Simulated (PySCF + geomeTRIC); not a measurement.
Species: CHO, SMILES `[CH]=O` (charge 0, multiplicity 2).

Problem. Give a relaxed geometry from PBE0-D4/def2-TZVP run with PySCF + geomeTRIC.

Solution. the end point of this relaxation (outside a Z-matrix the atoms follow the SMILES, hydrogens last).
Z-matrix (Å, degrees):
```
C
O 1 1.1688
H 1 1.1247 2 124.78
```
